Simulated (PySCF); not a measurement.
# Core-level binding energies of `O=S(F)F`

F2OS.
Atom-mapped SMILES: `[O:1]=[S:2]([F:3])[F:4]`

Cartesian coordinates in Å at the PBE0-D3(BJ)/def2-SVP level; atoms count from 1:
```
atom  x, y, z in Å
O1     1.365    0.137   -0.388
S2     0.233   -0.115    0.461
F3    -0.820    1.083    0.202
F4    -0.694   -1.195   -0.306
```

Method used: PySCF, delta-SCF UKS SCAN, pcX-2 on the ionised atom, pcseg-1 elsewhere, spin-free X2C. Binding energies are ΔSCF values: E(core-ionised, relaxed orbitals) − E(ground state) at a fixed geometry, referred to the vacuum level.

Task: List the computed XPS lines with their assignment.

Result: 
```csv
atom(s),bonded to,level,binding energy (eV),count
S2,2 F and O (double bond),S 1s,2484.88,1
F3/F4,S,F 1s,693.73,2
O1,S (double bond),O 1s,539.86,1
```

Task: Which photon wavelength matches the O 1s of O1 threshold?

Result: λ = hc/E = 12398.42 eV Å / 539.86 eV = 22.966 Å.

The first atom of each set that the bonding makes equivalent was ionised and stands for the set. Not every level is listed. Geometry: PBE0-D3(BJ)/def2-SVP; no solvent, vibrations or thermal averaging.

The run took 5.8 s on one thread of an Arm Neoverse V1, on a shared host, and the process peaked at 0.31 GiB of memory.
